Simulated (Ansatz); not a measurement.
# B₂SiH (quartet): from Hartree-Fock to the top rungs, def2-QZVPP

An exercise on one series of results from a longer session: the logs are not shown, and one member is left open.

Method: def2-QZVPP, core rule «outside noble gas», up to 7 orbitals frozen; program: Ansatz 0.2.0, Gaussian basis.

The runs, in order: UHF; ROHF; CCSD(T) on UHF.

## What is computed

The geometry is a PBE0/def2-TZVP stationary point (not a proven minimum).

4 atoms, charge 0, spin multiplicity 4.

Atoms are counted from 1 here; the program's logs count them from 0.

Bond lengths: B1–Si2 1.995 Å, B1–B3 1.731 Å, Si2–B3 1.946 Å, B3–H4 1.188 Å. Angles: Si2–B1–B3 62.5°, B1–Si2–B3 52.1°, B1–B3–Si2 65.4°, B1–B3–H4 134.1°, Si2–B3–H4 160.5°.

Set-up of the first run:

in.yaml

```yaml
crystal:
  periodic: [false, false, false]
  atoms:
    - {symbol: B, position_ang: [0.000000, -1.102278, -0.760213]}
    - {symbol: Si, position_ang: [0.000000, 0.151019, 0.792273]}
    - {symbol: B, position_ang: [0.000000, 0.594686, -1.102049]}
    - {symbol: H, position_ang: [0.000000, 1.236325, -2.101784]}
basis:
  gaussian: {orbitals: "def2-QZVPP.json"}
magnetization: {spin_polarized: true, initial_magnetization: 3}
hamiltonian: {xc: hf}
output: {orbitals: {seedname: orbitals}}
```

The run is started by

```sh
ansatz run in.yaml --threads 1 --pin off --events-out ev --progress --plain --max-ram 2393MiB
```

Among the steps run: UHF; ROHF; CCSD(T) on UHF.

One of the session's tables, all rows but one given; the rest of the session is left out.

| method | from UCCSD(T) (kJ/mol) |
| --- | --- |
| ROHF | +819.9 |
| UHF | +803.1 |
| UMP2 | ? |
| UCCSD | +48.7 |
| UCCSD(T) | 0 |

Estimate the missing values for UMP2.

**Answer.** from UCCSD(T) (kJ/mol): +129.1. In the column «from UCCSD(T) (kJ/mol)» it lies between UCCSD (+48.7) and UHF (+803.1).
